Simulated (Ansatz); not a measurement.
GaC⁺, triplet in cc-pVDZ: errors against full CI

Geometry: that of the GaC⁺, singlet, kept fixed.

```xyz
2

C     0.0000    0.0000    0.0000
Ga    0.0000    0.0000    2.0328
```

Basis cc-pVDZ; Ansatz 0.2.0. Correlated methods freeze the noble-gas cores and the filled d shells of p-block atoms, which leaves 6 electrons in 26 orbitals. R marks a restricted (for open shells ROHF) determinant, U an unrestricted one. Active spaces: valence = (6e, 8o) chosen from the atoms' valence shells. No spin–orbit coupling is included, and no scalar relativity.

Full CI is exact within this basis and frozen core; it isn't the basis-set limit. The frozen core follows each run's orbitals, which can shift R against U totals by a few meV for light atoms and by up to 0.1 eV past Ca.

- UHF ⟨S²⟩: 2.590
- T1 diagnostic (RCCSD): 0.0656
- largest doubles amplitude (RCCSD): 0.183

```json
{"level": "RHF", "E − E(full CI) (meV)": "3999", "share of correlation (%)": "0.00", "wall time": "–"}
{"level": "RMP2", "E − E(full CI) (meV)": "1249", "share of correlation (%)": "68.78", "wall time": "–"}
{"level": "RCCSD", "E − E(full CI) (meV)": "214", "share of correlation (%)": "94.64", "wall time": "–"}
{"level": "RCCSD(T)", "E − E(full CI) (meV)": "63", "share of correlation (%)": "98.43", "wall time": "4.9 s"}
{"level": "BCCD(T)", "E − E(full CI) (meV)": "71", "share of correlation (%)": "98.23", "wall time": "5.5 s"}
{"level": "RCCSDT", "E − E(full CI) (meV)": "8", "share of correlation (%)": "99.80", "wall time": "–"}
{"level": "RCCSDT(Q)", "E − E(full CI) (meV)": "-1", "share of correlation (%)": "100.01", "wall time": "9.5 s"}
{"level": "CASSCF (valence space)", "E − E(full CI) (meV)": "1714", "share of correlation (%)": "57.15", "wall time": "–"}
{"level": "NEVPT2 (valence space)", "E − E(full CI) (meV)": "362", "share of correlation (%)": "90.96", "wall time": "3.5 s"}
{"level": "MRCISD (valence space)", "E − E(full CI) (meV)": "53", "share of correlation (%)": "98.67", "wall time": "–"}
{"level": "MRCISD+Q (valence space)", "E − E(full CI) (meV)": "-4", "share of correlation (%)": "100.09", "wall time": "4.1 s"}
```

The correlation energy at full CI, counted from RHF, is -3.999 eV. That run took 14 s on 1 thread of Arm Neoverse V2, shared host over 1,689,344 determinants.

Run but not shown, since their state or frozen core can't be matched to the reference's or they repeat it: UHF, UMP2, UCCSD, UCCSD(T), UCCSDT, UCCSDT(Q).

Times hold each run's SCF and search for its determinant on a shared host, so for small cases they say little of a method's own cost; they ran on 1 thread of Arm Neoverse V2.

The full-CI state has the irrep A2 of C2v, in the program's axes (one component, if the state is degenerate).

Natural occupations of full CI about the gap: 1.945 1.790 0.979 0.979 0.172 0.035 0.035 0.021 0.005 0.005; effectively unpaired electrons, Σ n²(2−n)², 2.26.
